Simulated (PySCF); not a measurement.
Gas-phase reaction: CH3Cl + 3 CH2 → C2H3Cl + 2 CH3, at 1800 K and a standard pressure of 1 bar. Level: CCSD(T)/def2-TZVPP†.

Method: PySCF energies plus ideal-gas RRHO corrections (1 bar). † marks an energy on the PBE0/def2-TZVP geometry and frequencies. CCSD(T) freezes the core. Open shells (unrestricted): CH2 (multiplicity 3), CH3 (multiplicity 2); the rest are closed-shell singlets. CCSD(T) isn't extrapolated to the basis-set limit; its ΔH°(298 K) is -732.9 kJ in def2-SVP and -753.4 kJ in def2-TZVPP. The harmonic model lacks anharmonicity and excited electronic states, which grow with temperature; levels with a mode under 35 cm⁻¹ are left out.

| species | E (Ha) | H(1800 K) − E (kJ/mol) | S°(1800 K) (J/mol/K) |
|---|---|---|---|
| CH3Cl | -499.56055 | 223.1 | 355.3 |
| CH2 | -39.07850 | 121.0 | 269.4 |
| C2H3Cl | -537.56929 | 270.1 | 421.0 |
| CH3 | -39.76172 | 175.8 | 290.1 |
E: electronic energy; H − E holds the zero-point and thermal terms. 1 Ha = 2625.5 kJ/mol.

### Question
Work out ΔH°, ΔS°, ΔG° and log10 K from these numbers.

### Answer
1. ΔE = 1×(-537.56929) + 2×(-39.76172) − 1×(-499.56055) − 3×(-39.07850) = -0.29668 Ha = -778.9 kJ.
2. Δ(H − E) = 1×(270.1) + 2×(175.8) − 1×(223.1) − 3×(121.0) = 35.6 kJ, so ΔH° = -743.3 kJ.
3. ΔS° = 1×(421.0) + 2×(290.1) − 1×(355.3) − 3×(269.4) = -162.3 J/K; the number of gas molecules changes by -1.
4. ΔG° = ΔH° − TΔS° = -743.3 − 1800×(-162.3)/1000 = -451.2 kJ.
5. log10 K = −ΔG°/(RT ln 10) = 13.09, with RT ln 10 = 34.46 kJ/mol; at standard pressures the products are favoured.
6. A shift of 10 kJ in ΔE would move log10 K by 0.29 here.
For scale, ΔH°(298 K) is -753 kJ at this level, -777 kJ at ωB97M-V/def2-TZVP†, and runs from -1083 to -484 kJ over the 20 levels computed.
